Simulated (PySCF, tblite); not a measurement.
**C4H5ClN−: a rotation path, then NMR shifts on frames**

Aim: move C4H5ClN− (`CC[C-](Cl)C#N`) away from its starting geometry and see how NMR shifts follow the geometry.

The runs use tblite 0.8.0 and PySCF 2.14.0, with density-fitted response routines of our own; the level of theory stands in each step. All values are computed, except where a source is named. Atoms count from 0, in the outputs and in this text.

### Step 1. The starting structure

11 atoms, charge -1, multiplicity 1; geometry from: GFN2-xTB.

Bonds of the start (Å): C0–C1 1.54, C1–C2 1.50, C2–Cl3 1.82, C2–C4 1.37, C4–N5 1.17, C0–H6 1.09, C0–H7 1.09, C0–H8 1.09, C1–H9 1.10, C1–H10 1.10.

### Step 2. The rotation path with GFN2-xTB

What the job is given:

```
{"job": {"kind": "neb", "xc": "GFN2-xTB", "basis": "xTB", "atoms": [0, 1, 2, 4], "turn": 120}, "charge": -1, "multiplicity": 1}
C     -1.243252     0.401960     0.218636
C     -0.292217    -0.562249    -0.511952
C      1.122436    -0.567180    -0.007192
Cl     1.203908    -1.237832     1.686369
C      1.901433     0.544686    -0.162444
N      2.688761     1.363359    -0.442830
H     -2.254430     0.355759    -0.194257
H     -1.287991     0.143950     1.275835
H     -0.874196     1.423182     0.130216
H     -0.254101    -0.285626    -1.573323
H     -0.704927    -1.577338    -0.445021
```

With the program's defaults for keys left out, this is: GFN2-xTB climbing-image nudged elastic band, gas phase.

Command:

```bash
$ OMP_NUM_THREADS=1 python probes_run.py task.json out
```

This one command runs all jobs of the session in turn.

What it wrote:

```text
image   E - E0 / eV
  0       0.0000
  1       0.0200
  2       0.0625
  3       0.1021
  4       0.1206
  5       0.1122
  6       0.0863
  7       0.0607
  8       0.0506
```

Run time: 1.5 s. Hardware: 1 thread of Arm Neoverse V2, shared host; peak memory 0.18 GiB.

The final band, with the dihedral C0–C1–C2–C4:

```csv
image,dihedral (°),energy (eV),energy (kcal/mol)
0,-66,0.000,0.0
1,-50,0.020,0.5
2,-36,0.062,1.4
3,-22,0.102,2.4
4,-7,0.121,2.8
5,9,0.112,2.6
6,25,0.086,2.0
7,42,0.061,1.4
8,56,0.051,1.2
```

### Step 3. Shielding tensors: image 0, PBE0/pcSseg-1

What the job is given:

```
{"job": {"kind": "nmr", "xc": "PBE0", "basis": "pcSseg-1", "pop": false}, "charge": -1, "multiplicity": 1}
C     -1.243300     0.402000     0.218600
C     -0.292200    -0.562200    -0.512000
C      1.122400    -0.567200    -0.007200
Cl     1.203900    -1.237800     1.686400
C      1.901400     0.544700    -0.162400
N      2.688800     1.363400    -0.442800
H     -2.254400     0.355800    -0.194300
H     -1.288000     0.144000     1.275800
H     -0.874200     1.423200     0.130200
H     -0.254100    -0.285600    -1.573300
H     -0.704900    -1.577300    -0.445000
```

Level: GIAO PBE0/pcSseg-1 NMR shielding, non-relativistic, gas phase.

What it wrote:

```text
coarse grid: 10136 points
cycle   1  E = -669.8239592039  dE =  5.795e-01  |g| = 4.977e-01  |ddm| = 3.066e+00
cycle   2  E = -669.7522119887  dE =  7.175e-02  |g| = 7.835e-01  |ddm| = 1.586e+00
cycle   3  E = -669.8828924698  dE = -1.307e-01  |g| = 2.233e-01  |ddm| = 9.434e-01
cycle   4  E = -669.8945822424  dE = -1.169e-02  |g| = 4.347e-02  |ddm| = 2.411e-01
cycle   5  E = -669.8949738738  dE = -3.916e-04  |g| = 1.717e-02  |ddm| = 6.127e-02
cycle   6  E = -669.8950416062  dE = -6.773e-05  |g| = 3.337e-03  |ddm| = 2.011e-02
cycle   7  E = -669.8950440089  dE = -2.403e-06  |g| = 1.387e-03  |ddm| = 6.224e-03
final grid: 94432 points
cycle   8  E = -669.9294825245  dE = -2.658e-05  |g| = 6.878e-03  |ddm| = 2.364e-02
cycle   9  E = -669.9294795219  dE =  3.003e-06  |g| = 7.521e-03  |ddm| = 1.372e-02
cycle  10  E = -669.9294938273  dE = -1.431e-05  |g| = 9.031e-04  |ddm| = 7.295e-03
cycle  11  E = -669.9294939433  dE = -1.160e-07  |g| = 5.030e-04  |ddm| = 1.322e-03
cycle  12  E = -669.9294939980  dE = -5.473e-08  |g| = 1.106e-04  |ddm| = 5.021e-04
cycle  13  E = -669.9294940007  dE = -2.695e-09  |g| = 3.105e-05  |ddm| = 1.241e-04
cycle  14  E = -669.9294940009  dE = -2.223e-10  |g| = 9.777e-06  |ddm| = 4.065e-05
converged SCF energy = -669.9294940009

GIAO shielding tensors (ppm)
atom      isotropic    diamagn.    paramagn.     s11        s22        s33       span
  0 C      171.694     248.183     -76.490    150.965    177.738    186.378     35.413
  1 C      146.237     242.671     -96.433    135.598    136.820    166.294     30.696
  2 C      106.786     250.566    -143.780     27.871    119.336    173.150    145.279
  3 Cl     926.862    1147.077    -220.215    639.810   1020.548   1120.228    480.419
  4 C       44.811     256.750    -211.939    -69.430    -62.538    266.400    335.830
  5 N      -58.474     343.984    -402.458   -200.073    -14.307     38.959    239.032
  6 H       31.542      30.236       1.306     26.917     29.098     38.610     11.693
  7 H       30.041      30.143      -0.102     24.977     31.463     33.684      8.707
  8 H       30.961      30.834       0.127     27.037     29.832     36.014      8.977
  9 H       29.356      30.076      -0.720     23.927     28.860     35.281     11.354
 10 H       29.448      29.648      -0.200     24.225     29.497     34.622     10.397
```

It took 7.7 s on 1 thread of Arm Neoverse V2, shared host; peak memory 0.63 GiB.

Shifts follow as δ = σ(reference) − σ, with reference shieldings (ppm) from runs at the same level and on the same kind of geometry: 1H TMS 31.72, 13C TMS 186.9, 15N NH3 267.7, 35Cl HCl 950. The references are single molecules in the gas phase, so shifts against H2O, NH3, PH3, H3PO4 or CFCl3 are not on the usual liquid scales and can be off by tens of ppm. Each atom is listed at this fixed geometry, with no averaging over motion; a spectrum would average atoms that exchange fast.

```csv
atoms,environment,σ (ppm),δ (ppm)
C4,nitrile carbon,44.8,142.1
C2,carbanion centre,106.8,80.1
C1,sp3 CH2,146.2,40.7
C0,methyl carbon,171.7,15.2
H9,hydrogen on an sp3 CH2,29.36,2.36
H10,hydrogen on an sp3 CH2,29.45,2.27
H7,hydrogen on a methyl carbon,30.04,1.68
H8,hydrogen on a methyl carbon,30.96,0.76
H6,hydrogen on a methyl carbon,31.54,0.18
Cl3,chlorine bonded to C,927,23
N5,nitrile nitrogen,-58.5,326.2
```

### Step 4. NMR shieldings: image 2, PBE0/pcSseg-1

What the job is given:

```
{"job": {"kind": "nmr", "xc": "PBE0", "basis": "pcSseg-1", "pop": false}, "charge": -1, "multiplicity": 1}
C     -1.174200     0.507300     0.121100
C     -0.330200    -0.633700    -0.468500
C      1.131300    -0.594300    -0.093100
Cl     1.491800    -1.680700     1.328400
C      1.761000     0.612600     0.032100
N      2.410500     1.583300    -0.031600
H     -2.226000     0.424100    -0.168500
H     -1.106600     0.499500     1.208200
H     -0.789200     1.462200    -0.234400
H     -0.412500    -0.584400    -1.564400
H     -0.750400    -1.593300    -0.155300
```

Level: GIAO PBE0/pcSseg-1 NMR shielding, non-relativistic, gas phase.

What it wrote:

```text
coarse grid: 10136 points
cycle   1  E = -669.8206651671  dE =  5.763e-01  |g| = 4.946e-01  |ddm| = 3.068e+00
cycle   2  E = -669.7514163335  dE =  6.925e-02  |g| = 7.740e-01  |ddm| = 1.589e+00
cycle   3  E = -669.8789109324  dE = -1.275e-01  |g| = 2.227e-01  |ddm| = 9.448e-01
cycle   4  E = -669.8905374118  dE = -1.163e-02  |g| = 4.285e-02  |ddm| = 2.394e-01
cycle   5  E = -669.8909172390  dE = -3.798e-04  |g| = 1.692e-02  |ddm| = 5.967e-02
cycle   6  E = -669.8909832175  dE = -6.598e-05  |g| = 3.265e-03  |ddm| = 2.013e-02
cycle   7  E = -669.8909854701  dE = -2.253e-06  |g| = 1.432e-03  |ddm| = 6.232e-03
final grid: 94432 points
cycle   8  E = -669.9257189668  dE = -2.640e-05  |g| = 6.891e-03  |ddm| = 2.244e-02
cycle   9  E = -669.9257157965  dE =  3.170e-06  |g| = 7.552e-03  |ddm| = 1.349e-02
cycle  10  E = -669.9257301735  dE = -1.438e-05  |g| = 1.094e-03  |ddm| = 7.315e-03
cycle  11  E = -669.9257303404  dE = -1.670e-07  |g| = 6.199e-04  |ddm| = 1.479e-03
cycle  12  E = -669.9257304246  dE = -8.416e-08  |g| = 9.467e-05  |ddm| = 5.851e-04
cycle  13  E = -669.9257304266  dE = -1.982e-09  |g| = 2.671e-05  |ddm| = 1.112e-04
cycle  14  E = -669.9257304267  dE = -1.556e-10  |g| = 8.571e-06  |ddm| = 3.362e-05
converged SCF energy = -669.9257304267

GIAO shielding tensors (ppm)
atom      isotropic    diamagn.    paramagn.     s11        s22        s33       span
  0 C      170.462     248.118     -77.656    151.791    175.042    184.553     32.762
  1 C      147.012     242.916     -95.904    127.236    141.855    171.944     44.708
  2 C      112.171     250.273    -138.102     42.138    120.946    173.430    131.292
  3 Cl     881.058    1146.794    -265.735    516.013   1031.508   1095.654    579.641
  4 C       44.935     257.159    -212.224    -67.005    -62.971    264.780    331.785
  5 N      -59.174     344.344    -403.518   -204.442    -20.761     47.682    252.125
  6 H       31.378      30.132       1.246     26.714     28.746     38.674     11.960
  7 H       30.726      30.508       0.219     27.053     30.186     34.940      7.886
  8 H       30.351      31.247      -0.897     26.028     29.931     35.093      9.064
  9 H       28.733      29.795      -1.062     22.381     28.923     34.896     12.515
 10 H       30.027      29.883       0.144     25.653     30.694     33.734      8.081
```

It took 7.4 s on 1 thread of Arm Neoverse V2, shared host; peak memory 0.68 GiB.

Key values: δ C4 142.0, C2 74.8, C1 39.9, C0 16.5, H9 2.98, H10 1.69 ppm.

### Step 5. Shielding tensors: image 4, PBE0/pcSseg-1

What the job is given:

```
{"job": {"kind": "nmr", "xc": "PBE0", "basis": "pcSseg-1", "pop": false}, "charge": -1, "multiplicity": 1}
C     -1.143300     0.586000     0.009700
C     -0.364700    -0.670900    -0.384900
C      1.123200    -0.547000    -0.140400
Cl     1.778100    -1.957600     0.806400
C      1.676800     0.634100     0.250400
N      2.247100     1.647400     0.389100
H     -2.214400     0.460000    -0.168800
H     -0.983900     0.809300     1.063400
H     -0.790600     1.438700    -0.567700
H     -0.557000    -0.871000    -1.453200
H     -0.765800    -1.526300     0.170200
```

With the program's defaults for keys left out, this is: GIAO PBE0/pcSseg-1 NMR shielding, non-relativistic, gas phase.

What it wrote:

```text
coarse grid: 10136 points
cycle   1  E = -669.8168428080  dE =  5.906e-01  |g| = 4.982e-01  |ddm| = 3.100e+00
cycle   2  E = -669.7398748624  dE =  7.697e-02  |g| = 7.948e-01  |ddm| = 1.667e+00
cycle   3  E = -669.8763207012  dE = -1.364e-01  |g| = 2.226e-01  |ddm| = 1.009e+00
cycle   4  E = -669.8879613696  dE = -1.164e-02  |g| = 4.250e-02  |ddm| = 2.429e-01
cycle   5  E = -669.8883320550  dE = -3.707e-04  |g| = 1.740e-02  |ddm| = 5.932e-02
cycle   6  E = -669.8884018679  dE = -6.981e-05  |g| = 3.133e-03  |ddm| = 2.013e-02
cycle   7  E = -669.8884038645  dE = -1.997e-06  |g| = 1.472e-03  |ddm| = 5.651e-03
final grid: 94432 points
cycle   8  E = -669.9231328053  dE = -2.830e-05  |g| = 6.747e-03  |ddm| = 2.435e-02
cycle   9  E = -669.9231298300  dE =  2.975e-06  |g| = 7.361e-03  |ddm| = 1.332e-02
cycle  10  E = -669.9231434487  dE = -1.362e-05  |g| = 1.164e-03  |ddm| = 7.238e-03
cycle  11  E = -669.9231436433  dE = -1.946e-07  |g| = 6.373e-04  |ddm| = 1.515e-03
cycle  12  E = -669.9231437324  dE = -8.909e-08  |g| = 9.154e-05  |ddm| = 6.093e-04
cycle  13  E = -669.9231437343  dE = -1.909e-09  |g| = 2.406e-05  |ddm| = 1.152e-04
cycle  14  E = -669.9231437344  dE = -1.262e-10  |g| = 8.513e-06  |ddm| = 3.138e-05
converged SCF energy = -669.9231437344

GIAO shielding tensors (ppm)
atom      isotropic    diamagn.    paramagn.     s11        s22        s33       span
  0 C      169.576     247.754     -78.178    152.315    173.391    183.023     30.708
  1 C      147.821     243.029     -95.207    123.744    145.993    173.727     49.983
  2 C      113.498     250.110    -136.612     34.811    117.288    188.395    153.584
  3 Cl     863.664    1146.464    -282.800    510.382   1022.870   1057.740    547.358
  4 C       44.646     257.023    -212.377    -64.994    -61.765    260.698    325.692
  5 N      -62.724     344.415    -407.139   -216.198     -4.143     32.168    248.365
  6 H       31.147      29.879       1.268     26.745     28.440     38.256     11.511
  7 H       30.611      30.822      -0.211     26.960     29.596     35.276      8.315
  8 H       30.424      31.185      -0.761     26.279     29.387     35.605      9.327
  9 H       28.357      29.503      -1.146     22.473     28.123     34.475     12.002
 10 H       29.950      29.734       0.215     25.601     30.938     33.310      7.708
```

Run time: 7.4 s. Hardware: 1 thread of Arm Neoverse V2, shared host; peak memory 0.68 GiB.

Key values: δ C4 142.3, C2 73.4, C1 39.1, C0 17.3, H9 3.36, H10 1.77 ppm.

### Step 6. Nuclear shieldings: image 6, PBE0/pcSseg-1

What the job is given:

```
{"job": {"kind": "nmr", "xc": "PBE0", "basis": "pcSseg-1", "pop": false}, "charge": -1, "multiplicity": 1}
C     -1.143200     0.631100    -0.108600
C     -0.381200    -0.679400    -0.275800
C      1.111900    -0.462400    -0.203100
Cl     1.948100    -2.027900     0.212000
C      1.643700     0.598800     0.468200
N      2.183800     1.574800     0.824600
H     -2.220900     0.463200    -0.166300
H     -0.905200     1.074600     0.856500
H     -0.855700     1.342100    -0.880700
H     -0.643700    -1.126100    -1.248100
H     -0.732300    -1.386100     0.495200
```

Method: GIAO PBE0/pcSseg-1 NMR shielding, non-relativistic, gas phase.

What it wrote:

```text
coarse grid: 10136 points
cycle   1  E = -669.8206923657  dE =  5.898e-01  |g| = 4.963e-01  |ddm| = 3.094e+00
cycle   2  E = -669.7427134600  dE =  7.798e-02  |g| = 7.958e-01  |ddm| = 1.637e+00
cycle   3  E = -669.8797084229  dE = -1.370e-01  |g| = 2.214e-01  |ddm| = 9.835e-01
cycle   4  E = -669.8912017448  dE = -1.149e-02  |g| = 4.267e-02  |ddm| = 2.390e-01
cycle   5  E = -669.8915725434  dE = -3.708e-04  |g| = 1.793e-02  |ddm| = 6.174e-02
cycle   6  E = -669.8916470339  dE = -7.449e-05  |g| = 3.065e-03  |ddm| = 2.085e-02
cycle   7  E = -669.8916489264  dE = -1.892e-06  |g| = 1.479e-03  |ddm| = 5.301e-03
final grid: 94432 points
cycle   8  E = -669.9261206604  dE = -2.639e-05  |g| = 6.908e-03  |ddm| = 2.515e-02
cycle   9  E = -669.9261173128  dE =  3.348e-06  |g| = 7.630e-03  |ddm| = 1.399e-02
cycle  10  E = -669.9261321019  dE = -1.479e-05  |g| = 9.049e-04  |ddm| = 7.542e-03
cycle  11  E = -669.9261322110  dE = -1.091e-07  |g| = 5.049e-04  |ddm| = 1.266e-03
cycle  12  E = -669.9261322657  dE = -5.476e-08  |g| = 1.084e-04  |ddm| = 4.935e-04
cycle  13  E = -669.9261322684  dE = -2.660e-09  |g| = 2.626e-05  |ddm| = 1.264e-04
cycle  14  E = -669.9261322685  dE = -1.468e-10  |g| = 8.866e-06  |ddm| = 3.239e-05
converged SCF energy = -669.9261322685

GIAO shielding tensors (ppm)
atom      isotropic    diamagn.    paramagn.     s11        s22        s33       span
  0 C      171.097     247.512     -76.416    158.905    170.324    184.061     25.156
  1 C      147.904     243.352     -95.448    127.422    146.849    169.441     42.019
  2 C      108.386     248.492    -140.106     19.497    114.764    190.898    171.401
  3 Cl     877.380    1146.349    -268.968    595.538    971.361   1065.242    469.704
  4 C       44.960     257.576    -212.616    -66.031    -61.904    262.815    328.846
  5 N      -65.063     344.181    -409.243   -218.799     -8.073     31.685    250.484
  6 H       31.049      29.832       1.217     26.877     28.442     37.828     10.951
  7 H       30.393      31.075      -0.682     25.988     29.897     35.294      9.306
  8 H       30.657      30.724      -0.067     26.602     28.860     36.509      9.907
  9 H       28.887      29.672      -0.785     24.311     28.095     34.256      9.945
 10 H       29.504      29.506      -0.002     25.317     29.224     33.971      8.653
```

Run time: 7.3 s. Hardware: 1 thread of Arm Neoverse V2, shared host; peak memory 0.68 GiB.

This run: δ C4 142.0, C2 78.5, C1 39.0, C0 15.8, H9 2.83, H10 2.21 ppm.

### Step 7. Shielding tensors: image 8, PBE0/pcSseg-1

What the job is given:

```
{"job": {"kind": "nmr", "xc": "PBE0", "basis": "pcSseg-1", "pop": false}, "charge": -1, "multiplicity": 1}
C     -1.175400     0.644900    -0.222600
C     -0.381100    -0.656700    -0.148200
C      1.096400    -0.363000    -0.232500
Cl     2.030400    -1.923900    -0.365700
C      1.670300     0.503200     0.656200
N      2.197900     1.380800     1.222500
H     -2.249300     0.452600    -0.172100
H     -0.894600     1.297200     0.602600
H     -0.954300     1.166000    -1.152700
H     -0.662500    -1.303500    -0.990100
H     -0.672500    -1.194900     0.776700
```

Level: GIAO PBE0/pcSseg-1 NMR shielding, non-relativistic, gas phase.

What it wrote:

```text
coarse grid: 10136 points
cycle   1  E = -669.8246798250  dE =  5.801e-01  |g| = 4.925e-01  |ddm| = 3.081e+00
cycle   2  E = -669.7515778750  dE =  7.310e-02  |g| = 7.810e-01  |ddm| = 1.604e+00
cycle   3  E = -669.8827854223  dE = -1.312e-01  |g| = 2.195e-01  |ddm| = 9.448e-01
cycle   4  E = -669.8940290413  dE = -1.124e-02  |g| = 4.337e-02  |ddm| = 2.337e-01
cycle   5  E = -669.8944105025  dE = -3.815e-04  |g| = 1.836e-02  |ddm| = 6.435e-02
cycle   6  E = -669.8944886687  dE = -7.817e-05  |g| = 3.037e-03  |ddm| = 2.172e-02
cycle   7  E = -669.8944905479  dE = -1.879e-06  |g| = 1.473e-03  |ddm| = 5.203e-03
final grid: 94432 points
cycle   8  E = -669.9287570047  dE = -2.477e-05  |g| = 6.738e-03  |ddm| = 2.161e-02
cycle   9  E = -669.9287536727  dE =  3.332e-06  |g| = 7.474e-03  |ddm| = 1.364e-02
cycle  10  E = -669.9287679506  dE = -1.428e-05  |g| = 7.732e-04  |ddm| = 7.563e-03
cycle  11  E = -669.9287680455  dE = -9.485e-08  |g| = 3.271e-04  |ddm| = 1.118e-03
cycle  12  E = -669.9287680664  dE = -2.097e-08  |g| = 1.290e-04  |ddm| = 3.756e-04
cycle  13  E = -669.9287680701  dE = -3.690e-09  |g| = 3.151e-05  |ddm| = 1.298e-04
cycle  14  E = -669.9287680703  dE = -2.133e-10  |g| = 8.800e-06  |ddm| = 3.599e-05
converged SCF energy = -669.9287680703

GIAO shielding tensors (ppm)
atom      isotropic    diamagn.    paramagn.     s11        s22        s33       span
  0 C      170.109     246.945     -76.836    156.771    166.788    186.768     29.998
  1 C      147.538     243.439     -95.902    134.711    139.930    167.973     33.262
  2 C      107.741     247.110    -139.369     24.620    116.343    182.260    157.640
  3 Cl     883.266    1146.271    -263.005    605.462    980.326   1064.011    458.550
  4 C       45.046     257.894    -212.848    -66.715    -64.848    266.702    333.417
  5 N      -63.796     344.194    -407.991   -213.440    -19.906     41.958    255.398
  6 H       31.043      29.916       1.126     26.781     28.457     37.891     11.110
  7 H       30.552      31.056      -0.504     25.975     30.203     35.478      9.503
  8 H       30.633      30.245       0.387     26.899     28.732     36.267      9.368
  9 H       29.777      30.060      -0.284     25.516     29.758     34.056      8.539
 10 H       29.033      29.467      -0.434     24.752     28.067     34.279      9.527
```

Wall time 7.3 s (1 thread of Arm Neoverse V2, shared host); peak memory 0.68 GiB.

This run: δ C4 141.9, C2 79.2, C1 39.4, C0 16.8, H10 2.68, H9 1.94 ppm.

### Step 8. Comparing the runs: NMR shifts

Shifts (ppm) of some atoms, chosen among heavy atoms and hydrogens apart, with basis size and wall time:

```csv
frame,C2,C1,C0,H9,H10,Cl3,N5,functions,time
image 0,80.1,40.7,15.2,2.36,2.27,23,326.2,134,7.7 s
image 2,74.8,39.9,16.5,2.98,1.69,69,326.9,134,7.4 s
image 4,73.4,39.1,17.3,3.36,1.77,86,330.5,134,7.4 s
image 6,78.5,39.0,15.8,2.83,2.21,72,332.8,134,7.3 s
image 8,79.2,39.4,16.8,1.94,2.68,67,331.5,134,7.3 s
```

### Step 9. Results

| quantity | value |
| --- | --- |
| barrier | 0.121 eV (2.8 kcal/mol) at image 4 |
| end to end (GFN2-xTB) | 0.051 eV |
| 13C shifts against TMS (PBE0/pcSseg-1, image 0) | 142.1, 80.1, 40.7, 15.2 ppm |
| 1H shifts against TMS (PBE0/pcSseg-1, image 0) | 2.36, 2.27, 1.68, 0.76, 0.18 ppm |
| 35Cl shifts against HCl (PBE0/pcSseg-1, image 0) | 23 ppm |
| 15N shifts against NH3 (PBE0/pcSseg-1, image 0) | 326.2 ppm |
| range of the shift of Cl3 | 23 to 86 ppm |

Along the band the dihedral turns by 122°, and the top (dihedral -7°) lies 2.8 kcal/mol above the start (GFN2-xTB, rough), so at room temperature this motion is fast. The top was not checked by a frequency run. Shifts at one fixed geometry are not the observed spectrum, which averages over the motion. In the first frame run (image 0): The largest span, 480 ppm, is at Cl3, where the paramagnetic term is -220 ppm. Across the 5 runs the shift of Cl3 moves most, between 23 (image 0) and 86 ppm (image 4). At PBE0/pcSseg-1 the HOMO lies above zero (+0.16 eV), as often for anions in the gas phase: self-interaction error lifts it, or the electron is held by the finite basis alone; counter-ions and solvent are missing.
